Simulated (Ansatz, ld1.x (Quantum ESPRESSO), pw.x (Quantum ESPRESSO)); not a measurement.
## pw.x on bcc V: one setting changed

Potential: norm-conserving Troullier–Martins (Kleinman–Bylander form), ld1.x (Quantum ESPRESSO) 7.5, PBE; core [Ar], reference 3d3 4s2 4p0; waves: 4s (bound): rc 1.95 bohr; 4p (bound, empty): rc 2.85 bohr; 3d (bound): rc 1.92 bohr; local part: all-electron potential smoothed inside 1.95 bohr (lloc = -2); core correction: a·sin(br)/r model core inside 1.20 bohr.

The reference run (k-mesh 15³, cutoffs 85/340 Ry, Fermi–Dirac 0.01 Ry, mixing_beta 0.4, conv_thr 1e-9, no spin) gives -1.11 GPa at 13.429 Å³/atom, where all-electron LAPW gives 0.92 GPa. This run, with its own iteration cap, changes k-mesh shift to 1.

```
&control
  calculation='scf', prefix='x', pseudo_dir='./', outdir='./tmp', tstress=.true., disk_io='none'
/
&system
  ibrav=0, nat=1, ntyp=1, ecutwfc=85, ecutrho=340, nbnd=9,
  occupations='smearing', smearing='fd', degauss=0.01
/
&electrons
  conv_thr=1e-09, mixing_beta=0.4, electron_maxstep=60
/
ATOMIC_SPECIES
V 1.0 V.UPF
CELL_PARAMETERS angstrom
  -1.49736575 1.49736575 1.49736575
  1.49736575 -1.49736575 1.49736575
  1.49736575 1.49736575 -1.49736575
ATOMIC_POSITIONS crystal
V 0.0000 0.0000 0.0000
K_POINTS automatic
15 15 15 1 1 1
```

```bash
pw.x < V.scf.in > V.scf.out
```

Q: How does the run end?

A: It converges in 7 iterations; the free energy moves by -0.1 meV/atom and the pressure by +0.05 GPa.

```
Message from routine setup:
     using ibrav=0 with symmetry is DISCOURAGED, use correct ibrav instead
     lattice parameter (alat)  =       4.9010  a.u.
     unit-cell volume          =      90.6234 (a.u.)^3
     number of electrons       =         5.00
     number of Kohn-Sham states=            9
     kinetic-energy cutoff     =      85.0000  Ry
     charge density cutoff     =     340.0000  Ry
     scf convergence threshold =      1.0E-09
     Exchange-correlation= PBE
     number of k points=   120  Fermi-Dirac smearing, width (Ry)=  0.0100
     iteration #  1     ecut=    85.00 Ry     beta= 0.40
     total energy              =     -22.06939772 Ry
     estimated scf accuracy    <       0.06914971 Ry
     iteration #  2     ecut=    85.00 Ry     beta= 0.40
     total energy              =     -22.08087703 Ry
     estimated scf accuracy    <       0.00081743 Ry
     iteration #  3     ecut=    85.00 Ry     beta= 0.40
     total energy              =     -22.08111252 Ry
     estimated scf accuracy    <       0.00021531 Ry
     iteration #  4     ecut=    85.00 Ry     beta= 0.40
     total energy              =     -22.08111490 Ry
     estimated scf accuracy    <       0.00002230 Ry
     iteration #  5     ecut=    85.00 Ry     beta= 0.40
     total energy              =     -22.08111949 Ry
     estimated scf accuracy    <       0.00000006 Ry
     iteration #  6     ecut=    85.00 Ry     beta= 0.40
     total energy              =     -22.08111952 Ry
     estimated scf accuracy    <          7.7E-09 Ry
     iteration #  7     ecut=    85.00 Ry     beta= 0.40
     the Fermi energy is    10.8622 ev
!    total energy              =     -22.08111952 Ry
     estimated scf accuracy    <          3.4E-10 Ry
     smearing contrib. (-TS)   =      -0.00745138 Ry
     The total energy is F=E-TS. E is the sum of the following terms:
     one-electron contribution =       8.16032002 Ry
     hartree contribution      =       0.70219273 Ry
     xc contribution           =     -14.85961938 Ry
     ewald contribution        =     -16.07656151 Ry
     convergence has been achieved in   7 iterations
          total   stress  (Ry/bohr**3)                   (kbar)     P=      -10.58
     Message from routine punch:
     Nothing written, as per user request (disk_io='none')
```

The run took about 14 s on one core of a shared host (Intel(R) Xeon(R) Platinum 8259CL CPU @ 2.50GHz, 96 threads, 755 GiB, load 55).
